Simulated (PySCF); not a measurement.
## ClF and its ions

PBE; basis Cl def2-TZVPPD, F def2-TZVPPD; no relativity; PySCF 2.14. Neutral (UKS): singlet (closed shell), Re = 1.651 Å, ωe = 762 cm⁻¹, De = 3.12 eV, HOMO -7.92 eV, LUMO -4.70 eV.

ClF⁺ (UKS): doublet (π ↑), Re = 1.558 Å, ωe = 896 cm⁻¹, De = 3.75 eV to Cl⁺ + F. The energies at the minima are -559.74449 hartree for ClF and -559.29065 for ClF⁺.

Question: Work out the adiabatic ionisation energy, without and with harmonic zero-point energies (1 hartree = 27.2114 eV, 1 eV = 8065.5 cm⁻¹), and the change of the bond length.

Answer: At PBE: 0.45384 hartree = 12.350 eV between the minima; the zero-point term (896.0 − 762.0)/2 cm⁻¹ = +0.008 eV makes it 12.358 eV. Re changes by -9.3 pm against the neutral. Minus the HOMO energy is 7.92 eV, -4.43 eV from the value between the minima; self-interaction puts the Kohn–Sham level too high, less so with exact exchange. The electron leaves a π orbital, and the shorter bond of the ion fits an antibonding orbital, or a change in how ionic the bond is.

ClF⁻ (UKS): doublet (σ ↑), Re = 2.290 Å, ωe = 264 cm⁻¹, De = 2.05 eV to Cl⁻ + F. The energies at the minima are -559.74449 hartree for ClF and -559.83955 for ClF⁻.

Question: Work out the adiabatic electron affinity, without and with harmonic zero-point energies (1 hartree = 27.2114 eV, 1 eV = 8065.5 cm⁻¹), and the change of the bond length.

Answer: At PBE: 0.09506 hartree = 2.587 eV between the minima; the zero-point term (762.0 − 264.0)/2 cm⁻¹ = +0.031 eV makes it 2.618 eV. Re changes by +63.9 pm against the neutral. The electron enters a σ orbital, and the ion is left as a loose complex of an ion and an atom.

For an ion De counts to the pair picked by the measured ionisation energies or electron affinities, which need not be the lowest pair at this level. States were picked by a PBE0 search and need not be the measured ground states.
